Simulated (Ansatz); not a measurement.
`C=C=C(F)CC`, relaxed with RKS PBE-D4/def2-SVP in Ansatz 0.2.0 from a rough embedded geometry. The force threshold is 0.03 eV/Å; the program also tests the step.

The species carries charge 0 and has multiplicity 1.

Start:

```xyz
13

C     1.787   -0.736    1.920
C     0.696   -0.223    1.311
C    -0.370    0.287    0.735
F    -1.417    0.442    1.443
C    -0.367    0.811   -0.672
C    -0.965   -0.196   -1.641
H     1.727   -0.989    2.933
H     2.667   -0.937    1.299
H    -1.004    1.779   -0.694
H     0.624    1.130   -0.990
H    -1.995   -0.462   -1.329
H    -0.983    0.232   -2.646
H    -0.401   -1.137   -1.669
```

```json
{"step": "1", "energy (eV)": "-7995.8365", "largest force (eV/Å)": "4.901", "largest move (Å)": "0.000"}
{"step": "2", "energy (eV)": "-7997.2201", "largest force (eV/Å)": "1.437", "largest move (Å)": "0.198"}
{"step": "3", "energy (eV)": "-7997.8762", "largest force (eV/Å)": "1.010", "largest move (Å)": "0.198"}
{"step": "4", "energy (eV)": "-7998.2837", "largest force (eV/Å)": "0.806", "largest move (Å)": "0.195"}
{"step": "5", "energy (eV)": "-7998.5538", "largest force (eV/Å)": "0.605", "largest move (Å)": "0.197"}
{"step": "6", "energy (eV)": "-7998.7126", "largest force (eV/Å)": "0.535", "largest move (Å)": "0.200"}
{"step": "7", "energy (eV)": "-7998.7705", "largest force (eV/Å)": "0.934", "largest move (Å)": "0.200"}
{"step": "8", "energy (eV)": "-7998.7999", "largest force (eV/Å)": "0.405", "largest move (Å)": "0.116"}
{"step": "9", "energy (eV)": "-7998.8065", "largest force (eV/Å)": "0.197", "largest move (Å)": "0.115"}
{"step": "10", "energy (eV)": "-7998.8158", "largest force (eV/Å)": "0.152", "largest move (Å)": "0.055"}
{"step": "11 (rejected)", "energy (eV)": "-7998.8150", "largest force (eV/Å)": "0.383", "largest move (Å)": "0.059"}
{"step": "12", "energy (eV)": "-7998.8186", "largest force (eV/Å)": "0.032", "largest move (Å)": "0.030"}
{"step": "13", "energy (eV)": "-7998.8189", "largest force (eV/Å)": "0.027", "largest move (Å)": "0.014"}
```

End:

```xyz
13

C     1.835   -0.652    2.024
C     0.750   -0.306    1.363
C    -0.320    0.061    0.679
F    -1.568   -0.219    1.159
C    -0.350    0.769   -0.643
C    -1.059   -0.041   -1.736
H     2.305    0.020    2.767
H     2.321   -1.633    1.871
H    -0.874    1.741   -0.498
H     0.691    1.011   -0.936
H    -2.089   -0.301   -1.423
H    -1.124    0.536   -2.680
H    -0.518   -0.985   -1.946
```

Hardware: 4 threads of an Arm Neoverse V1 on a shared host. Wall time 18 s, peak host memory 0.16 GiB.
